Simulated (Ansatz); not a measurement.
Geometry optimisation, RKS B3LYP/STO-3G in Ansatz.

Input file:

```yaml
crystal:
  periodic: [false, false, false]
  atoms:
    - { symbol: S, position_ang: [-1.59643, 0.67343, -0.60502] }
    - { symbol: C, position_ang: [-0.00031, 0.39828, 0.19413] }
    - { symbol: C, position_ang: [0.50561, -0.96991, 0.28135] }
    - { symbol: O, position_ang: [1.05438, -0.02232, -0.59006] }
    - { symbol: H, position_ang: [-1.25367, 1.8225, -1.18171] }
    - { symbol: H, position_ang: [0.22526, 1.12266, 0.96957] }
    - { symbol: H, position_ang: [1.12744, -1.25994, 1.1197] }
    - { symbol: H, position_ang: [-0.06228, -1.76469, -0.18795] }
basis:
  gaussian: { orbitals: STO-3G }
hamiltonian:
  xc: b3lyp
relax:
  f_tol: 0.015
  max_steps: 40
```

Run as:

```bash
$ ansatz run input.yaml --threads 1 --pin off --max-ram 2048MiB --backend cpu --events-out ev --progress --plain --runs-dir out
```

Task: Where does it end, and by what steps?

Result: The forces met the threshold. Limits of this set-up: minimal basis. After 6 steps the energy has fallen by 0.455 eV; H5 moved furthest, 0.31 Å.

| step | energy less start (eV) | largest force component (eV/Å) | accepted |
| --- | --- | --- | --- |
| 0 | 0.0000 | 4.543 | yes |
| 1 | -0.3923 | 1.511 | yes |
| 2 | -0.4411 | 0.468 | yes |
| 3 | -0.4513 | 0.288 | yes |
| 4 | -0.4536 | 0.111 | yes |
| 5 | -0.4547 | 0.035 | yes |
| 6 | -0.4548 | 0.010 | yes |

```xyz
8
Properties=species:S:1:pos:R:3
S -1.588 0.652 -0.761
C -0.009 0.399 0.094
C 0.519 -1.001 0.304
O 1.177 -0.087 -0.655
H -1.372 1.984 -0.951
H 0.228 1.152 0.872
H 1.078 -1.244 1.225
H -0.033 -1.856 -0.129
```

Whether the end is a true minimum wasn't checked by a vibrational analysis.

The run took 9.2 s on 1 thread of Intel(R) Xeon(R) Platinum 8375C CPU @ 2.90GHz (Ice Lake), with other jobs on the host, peak memory 0.12 GiB.
